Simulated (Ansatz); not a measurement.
A nudged elastic band was laid between two geometries of AlH₂OS (5 atoms, charge 0, multiplicity 2).

Method: UKS B3LYP-D4/cc-pVDZ in Ansatz 0.2.0.

| Property | Result |
| --- | --- |
| movable images | 5 |
| climbing image | yes |
| spring | 5.0 eV/Å² |
| optimiser | quadratic models (default) |
| start path | through a guess of the saddle point |
| force threshold | 0.05 eV/Å |
| iteration limit | 60 |
| end points | relaxed |

Initial state:

```xyz
5
Properties=species:S:1:pos:R:3
O -0.999 -0.745 1.355
Al -0.571 -0.191 -0.267
S 1.422 0.730 -0.473
H -1.584 -0.368 -1.458
H 1.730 0.574 0.843
```

Final state:

```xyz
5
Properties=species:S:1:pos:R:3
O -1.164 -0.553 0.201
Al -0.139 0.155 -1.014
S 1.834 0.857 -0.221
H -2.044 -0.894 0.001
H 1.513 0.435 1.033
```

**Question.** Which bonds break or form, and what moves?

**Answer.** Bonds broken: Al2–H4. Bonds formed: O1–H4.

**Question.** What energy profile does the band end with?

**Answer.** The run converged. The highest image is number 2 of 0 to 6, 20.3 kcal/mol above the first end and 55.4 kcal/mol above the last; the last end lies 35.1 kcal/mol below the first. Neighbouring images differ by up to 1.3 eV, so the band resolves the path poorly. A vibrational analysis at the climbing image gives one clearly imaginary mode, 1254i cm⁻¹: a first-order saddle point.

```csv
image,path coordinate (Å),energy (kcal/mol),Al2–H4 (Å),O1–H4 (Å)
0,0.00,0.0,1.57,2.90
1,0.60,6.5,1.58,2.31
2,1.20,20.3,1.66,1.57
3,1.64,-10.2,1.80,1.06
4,2.08,-27.9,2.09,0.98
5,2.51,-33.9,2.31,0.97
6,2.95,-35.1,2.40,0.97
```

**Question.** What is the geometry of the highest image?

**Answer.** 
```xyz
5
Properties=species:S:1:pos:R:3
O -1.499 -0.792 0.719
Al -0.310 -0.095 -0.288
S 1.692 0.806 -0.477
H -1.791 -0.630 -0.817
H 1.909 0.710 0.864
```

Run time: 3.4 min on 1 thread of Arm Neoverse V1, on a shared host, peak memory 0.16 GiB.
